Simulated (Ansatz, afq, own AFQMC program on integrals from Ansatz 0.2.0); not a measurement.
AlH4, doublet in 6-31G, levels against full CI

```yaml
atoms:
  - { symbol: Al, position_ang: [-0.0906, 0.0002, -0.2009] }
  - { symbol: H, position_ang: [0.6789, 0.0027, 3.0045] }
  - { symbol: H, position_ang: [-0.4797, -0.0135, 2.9600] }
  - { symbol: H, position_ang: [1.1095, 2.0929, -0.2857] }
  - { symbol: H, position_ang: [1.1160, -2.0881, -0.3015] }
```

Basis 6-31G. Noble-gas cores (and the filled d shells of Ga–Kr and In–Xe) are frozen. Integrals, coupled cluster, full CI and functionals: Ansatz 0.2.0; the random walks run on the same integrals in our own AFQMC program. ph-AFQMC/CISD is guided by a CISD state made of CCSD amplitudes; releasing the constraint for a short imaginary time cuts its bias at the price of noise, slowly where states lie close. Error bars are statistical, one sigma.

Determinant: UHF, the one that the program's search chose, which needn't be the lowest solution. The geometry is a point of a scan.

Full CI on the same integrals is exact in this basis and with this determinant's frozen core.

Cautions: strong correlation (T1 0.069, weight of the determinant 0.78, largest double 0.11); unrestricted determinant spin contaminated (⟨S²⟩ 1.10 against 0.75); the released energy hasn't reached full CI (19 meV above it at 2.40 1/Eh), so no released level is given (meV from the phaseless value at times in 1/Eh: -1.8 ± 2.4 at 0.24, -6.2 ± 2.1 at 0.51, -10.0 ± 2.2 at 0.99, -15.2 ± 1.7 at 1.62, -15.8 ± 1.8 at 2.40).

- T1 diagnostic: 0.0691
- weight of the determinant in the CISD state: 0.783
- ⟨S²⟩ of the determinant: 1.102
- size of the correlated space: 7 electrons in 16 orbitals

| level | correlation energy (eV) |
| --- | --- |
| MP2 | -1.3799 |
| CCSD | -2.6950 |
| CCSD(T) | -2.7287 |

Task: Estimate where phaseless AFQMC with a CISD trial lies against CCSD(T) on the same integrals.

Result: 0.5 ± 0.3 kJ/mol below CCSD(T). The gap is under twice the noise, so this walk alone can't tell the two apart.

Reference: full CI, correlation energy -2.769 eV. The cautions show a poor starting determinant, so the rows tell how each method copes with it here, and full CI is the sure value.

```
        level  E − E(reference) (kJ/mol)  share of correlation (%)
      CCSD(T)                        3.8                     98.56
        CCSDT                        0.3                     99.89
     CCSDT(Q)                        0.1                     99.96
       CCSDTQ                        0.0                    100.00
ph-AFQMC/CISD                  3.3 ± 0.3                     98.75
```

CCSDT and higher add their correlation energy to the determinant of the CCSD(T) run, since their own runs factorise the integrals more tightly (a shift of under 2 meV).
